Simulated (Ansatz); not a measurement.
## Phonon frequency of some elemental metals, all fcc

Method: PBE (PAW; Ansatz, a first-principles code). References are measured values at room or unstated temperature, uncorrected unless marked, so that the deviations hold thermal and zero-point effects besides the level's error.

Values in cm⁻¹.

```tsv
solid	reference	PBE	deviation (%)
fcc Pd (X T)	155	146	-5.8
fcc Au (L T)	62	53	-14.5
fcc Pd (L T)	111	104	-6.3
fcc Cu (L T)	114	113	-0.9
fcc Pd (L L)	234	?	?
fcc Cu (X T)	169	168	-0.6
fcc Au (X L)	154	134	-13.0
fcc Cu (X L)	240	238	-0.8
fcc Au (L L)	157	137	-12.7
fcc Pd (X L)	224	208	-7.1
fcc Au (X T)	92	77	-16.3
fcc Cu (L L)	247	242	-2.0
```

**Question.** Estimate the withheld PBE value.

**Answer.** The deviations of the other rows run from -16.3 % to -0.6 %, with a median of -6.3 %; carried to the reference 234 it gives 219 cm⁻¹. The run gives 215 cm⁻¹ (-8.1 %), -1.8 % from the estimate; the row was drawn at random, and such an estimate is rough. Over these 12 values the mean deviation is -7.4 %, the mean absolute deviation 7.4 % (median 6.7 %), and the worst case fcc Au (X T) at -16.3 %; the value is below the reference in 12 of 12 cases.

Spin–orbit coupling is left out, also for the solids with elements from indium on (fcc Au); its size isn't shown.

Differences are worked out from the printed values.

Each level is taken at its own relaxed cell. Ansatz's density-functional and Hartree–Fock values are scalar-relativistic unless marked +SOC, with PAW data made under PBE.

Ansatz's runs of these crystals have no spin polarisation.

Not in this set, of the elemental metals with a reference value in our tables and a result at some level: 8 for a run that failed a test (PBE); 4 for a reference of another kind, counted apart. These can be a level's best or worst cases. Solids without a released value at any level aren't counted. Layered and molecular crystals are counted apart. The metals Ce to Yb are counted apart.

References as tabulated in Savrasov and Savrasov (1996), arXiv:cond-mat/9604124; He et al. (2014), arXiv:1309.4805; Greeff and Graf (2004), arXiv:cond-mat/0311614; A. Dal Corso, Phys. Rev. B 76, 054308 (2007).
